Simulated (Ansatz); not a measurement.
Consider the cleavage of the Si–B bond: `OB[SiH3]` + `O[SiH]` → `[SiH]O[SiH3]` + `BO`.

Computed with Ansatz on PBE0-D4/def2-TZVP structures; ΔE is electronic, products minus reactants. CBS: MP2 limit from def2 TZ/QZ plus the TZ coupled-cluster correction, frozen cores. This one scheme is used for every species. Functionals use def2-TZVPP. HSE06 is defined as in plane-wave codes. Each species was taken in one conformer, which may not be the lowest.

```
             level  ΔE (kcal/mol)  difference from CCSD(T)/CBS
         r2SCAN-D4          -26.1                          1.9
        r2SCAN0-D4          -27.4                          0.6
          BHLYP-D4          -31.4                         -3.4
            revPBE          -21.5                          6.5
           r2SCAN0          -27.2                          0.8
             HSE06          -24.0                          4.0
RPA@PBE/def2-TZVPP          -27.6                          0.4
     CCSD/def2-SVP          -26.2                          1.8
     HF/def2-QZVPP          -34.6                         -6.6
    CCSD/CBS(def2)          -28.8                         -0.8
       CCSD(T)/CBS          -28.0                            0
```

What do rigid-rotor, harmonic-oscillator terms from PBE0-D4/def2-TZVP frequencies (298.15 K, 1 bar) make of the CCSD(T)/CBS value? (An estimate is asked.)

Ansatz gave: ΔZPE = -0.6 kcal/mol, ΔH = -28.5 kcal/mol, ΔS = -1 J/(mol·K), ΔG = -28.5 kcal/mol.

Largest T1 diagnostic among the species: 0.016.

Leaving LDA and LC-ωPBE aside and taking each functional with its dispersion term where it has one, the values, not all of them listed here, spread over 9.1 kcal/mol, from BHLYP-D4 to PBE-D4. From PBE to PBE0 (25 % exact exchange), in def2-TZVPP and without D4, ΔE moves by −2.3 kcal/mol.
